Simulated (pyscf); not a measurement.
Thermochemistry of product channels of `[PH2][PH2]` + `[OH2]` on the singlet surface, in kcal/mol, from ωB97M-D3(BJ)/def2-TZVP energies (ideal gas, 1 atm, RRHO with modes under 100 cm⁻¹ raised to 100, one conformer, R ln 2 for chiral ones without a mode under 150 cm⁻¹). Single points on ωB97X-D3(BJ)/def2-SVP structures (PySCF, gas phase).

```
products                      ΔE  ΔH(298 K)  ΔG(600 K)  ΔG(900 K)
--------------------------  ----  ---------  ---------  ---------
`[OH][PH][PH2]` + `[H][H]`  +5.1       +2.4       +5.4       +6.2
`[OH][PH2]` + `[PH3]`       +2.4       +1.2       +1.8       +2.3
```

These are energies of the channels, which say nothing of barriers.
